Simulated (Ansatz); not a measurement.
Tetramethylammonium from Hartree–Fock to CCSD(T)

| atom | x (Å) | y (Å) | z (Å) |
| --- | --- | --- | --- |
| C1 | -0.269 | 1.214 | -0.820 |
| N2 | 0.000 | 0.000 | 0.000 |
| C3 | -1.289 | -0.567 | 0.486 |
| C4 | 0.852 | 0.367 | 1.165 |
| C5 | 0.707 | -1.014 | -0.831 |
| H6 | -0.894 | 0.936 | -1.668 |
| H7 | -0.784 | 1.949 | -0.204 |
| H8 | 0.678 | 1.619 | -1.172 |
| H9 | -1.082 | -1.452 | 1.086 |
| H10 | -1.903 | -0.834 | -0.372 |
| H11 | -1.798 | 0.182 | 1.090 |
| H12 | 1.045 | -0.526 | 1.757 |
| H13 | 0.327 | 1.107 | 1.767 |
| H14 | 1.790 | 0.782 | 0.801 |
| H15 | 0.897 | -1.897 | -0.224 |
| H16 | 1.647 | -0.592 | -1.180 |
| H17 | 0.078 | -1.275 | -1.681 |

Total charge 1; spin multiplicity 1. The geometry is a stationary point of PBE0-D4/def2-TZVP. Frozen core, restricted reference, Ansatz 0.2.0. CBS rows extrapolate triple and quadruple zeta; past MP2 they add the triple-zeta difference.

| basis | HF (Eh) | MP2 corr. | CCSD corr. | (T) | CCSD(T) total |
| --- | --- | --- | --- | --- | --- |
| def2-SVP | ? | -0.75321 | -0.82445 | -0.02338 | ? |
| def2-TZVPP | ? | ? | -0.97922 | -0.03674 | ? |
| def2-QZVPP | -212.77905 | -0.97823 | – | – | – |
| CBS(def2) | -212.78049 | ? | -1.07867 | as TZ | ? |

Fill in the withheld values. (Best estimate.)

The calculation gave: def2-SVP HF (Eh): -212.53332; def2-SVP CCSD(T) total: -213.38115; def2-TZVPP HF (Eh): -212.76862; def2-TZVPP MP2 corr.: -0.92110; def2-TZVPP CCSD(T) total: -213.78458; CBS(def2) MP2 corr.: -1.02054; CBS(def2) CCSD(T) total: -213.89590.
